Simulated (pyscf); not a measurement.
PySCF, gas phase, ωB97X-D3(BJ)/def2-SVP geometries.

### Question
`[CH3][CH]=[C]=[NH]` → `[CH2]=[CH][C]#[N]` + `[H][H]`
Surface: singlet. Broken: C–H, H–N. Formed: H–H. Give ΔE‡ and ΔE from M06-2X/def2-TZVP, relative to the reactant's lowest minimum found.

### Answer
ΔE‡ = 299.2 kJ/mol, ΔE = +59.3 kJ/mol. ωB97M-D3(BJ)/def2-TZVP gives 293.8 kJ/mol and +60.0 kJ/mol. Zero-point energy shifts the barrier by -20.5 kJ/mol. It is an elimination, with an imaginary mode of 1859i cm⁻¹. H₃C–CH=C=NH lies 107.5 kJ/mol over its isomer H₃C–CH₂–C≡N (electronic energy, ωB97M-D3(BJ)/def2-TZVP). One saddle was located; it need not be the lowest between these sides.
